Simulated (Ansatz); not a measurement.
Two isomers of C4H6O: A = `CC1(O)C=C1`, B = `C/C=C\C=O`.

Calculated with Ansatz (gas phase, PBE0-D4/def2-TZVP geometries, no zero-point term in ΔE). CBS: MP2 limit from def2 TZ/QZ plus the TZ coupled-cluster correction, frozen cores. DFT in def2-TZVPP. Each species was taken in one conformer, which may not be the lowest.

Task: Which isomer does CCSD(T)/CBS put lower? Give the gap. (Estimate.)

Result: Computed: B, by 158.6 kJ/mol.

Task: Give E(B) − E(A) in kJ/mol with PBE0-D4, ωB97M-V, B2PLYP, r2SCAN-D4, HF/def2-TZVPP, BLYP-D4, CCSD(T)/def2-TZVPP. (Best estimate.)

Result: Computed: PBE0-D4 -155.7, ωB97M-V -157.0, B2PLYP -174.4, r2SCAN-D4 -164.9, HF/def2-TZVPP -190.6, BLYP-D4 -186.7, CCSD(T)/def2-TZVPP -165.3. None reverses the order clearly.

Task: Does the order hold for the free energy at 298.15 K (harmonic terms from PBE0-D4)? (Best estimate.)

Result: The calculation gave: Yes: G(B) − G(A) = -158.3 kJ/mol, for one conformer each.

Largest T1 diagnostic: 0.014.

In def2-TZVPP, CCSD(T) changes the Hartree–Fock value by +25.4 kJ/mol (the triples alone add −0.3 kJ/mol) and MP2 by +37.1 kJ/mol. Leaving LDA and LC-ωPBE aside and taking each functional with its dispersion term where it has one, the values, not all of them listed here, spread over 34.1 kJ/mol, from BLYP-D4 to PBE-QIDH. LDA lies +24.1 kJ/mol from PBE without D4.
